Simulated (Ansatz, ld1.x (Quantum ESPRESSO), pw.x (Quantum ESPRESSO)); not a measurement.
**Equation-of-state test of one TM potential (iridium)**

- Element: iridium
- Generator: ld1.x (Quantum ESPRESSO) 7.5
- Type: norm-conserving Troullier–Martins (Kleinman–Bylander form)
- Functional: PBEsol
- Relativity: scalar-relativistic
- Frozen core: [Xe] 4f14
- Valence charge: 9
- Reference configuration: 5d7 6s2 6p0
- Partial waves: 6p (bound, empty): rc 3.55 bohr; 5d (bound): rc 1.50 bohr; 5f channel at 0.2 Ry: rc 3.55 bohr; 6s (bound): rc 2.25 bohr
- Local potential: the s channel
- Core correction: a·sin(br)/r model core inside 1.05 bohr

Atomic tests: cutoffs needed: 40 Ry and 70 Ry (the cutoffs (Ry, on a coarse ladder) from which the occupation-weighted sum of valence levels, in a spherical-Bessel basis at the reference potential, stays within 10 and 1 mRy of its value at 400 Ry); ghost test: no extra level below or beside the all-electron valence levels (p, d, f, s tested) (spherical-Bessel basis up to 400 Ry, 20 bohr box); largest excitation error: -162 meV (all-electron minus pseudo) for 5d6 6s0 6p0, out of 7 test configurations.

Crystal test: bcc Ir in pw.x 7.5, no spin, 15³ k-points, Fermi–Dirac smearing 0.01 Ry, cutoffs 85/340 Ry. The reference is all-electron LAPW (Ansatz 0.2.0) with the same functional, mesh and smearing; V0 and B0 come from Birch–Murnaghan fits to the pressures at five volumes. Errors are pseudo minus all-electron; Δ is the rms difference of the E(V) curves that follow from these fits, minima aligned, over ±6 % about the mean V0. Mesh and smearing are coarse, so the numbers serve the comparison and aren't converged zero-temperature values; the lattice is a test structure that the element need not adopt.

| V (Å³/atom) | P all-electron (GPa) | P pseudo (GPa) |
| --- | --- | --- |
| 13.847 | 20.24 | 23.24 |
| 14.212 | 9.56 | 12.35 |
| 14.576 | 0.36 | 2.95 |
| 14.940 | -7.55 | -5.16 |
| 15.305 | -14.36 | -12.15 |

All-electron: a0 = 3.079 Å (V0 = 14.59 Å³/atom), B0 = 339.1 GPa.

Pseudopotential: mean pressure error (GPa): +2.59; a0 (Å): 3.087; a0 error (%): +0.25; B0 error (%): -1.4; Δ (meV/atom): 8.1. The largest radius (3.55 bohr) exceeds half the bond length (2.52 bohr), so the spheres overlap, which is one possible source of error among others.

**Question.** At the middle volume, how do free energy and pressure move when the wave cutoff is lowered (ecutrho kept at four times it)?

**Answer.**

```csv
cutoff (Ry),shift of F (meV/atom),shift of P (GPa)
38,+80.4,-4.44
51,+48.7,-1.03
68,+9.4,-0.77
```

The run at the middle volume (120 k-points, 7 iterations) took about 16 s on one core of a shared host (Neoverse-V2, 32 threads, 247 GiB, load 11).
